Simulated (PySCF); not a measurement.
A structure optimised at PBE-D3(BJ)/def2-TZVP, used in a PySCF frequency run:

```
C
C 1 1.3327
H 1 1.0919 2 121.72
H 2 1.0919 1 121.72 3 180.00
H 1 1.0919 3 116.56 2 180.00
H 2 1.0919 4 116.56 1 180.00
```

### Question
Write its SMILES, formula and point group.

### Answer
C=C, C₂H₄, D2h

### Question
What are its rotational constants (standard atomic weights)?

### Answer
145.30, 29.957, 24.836 GHz
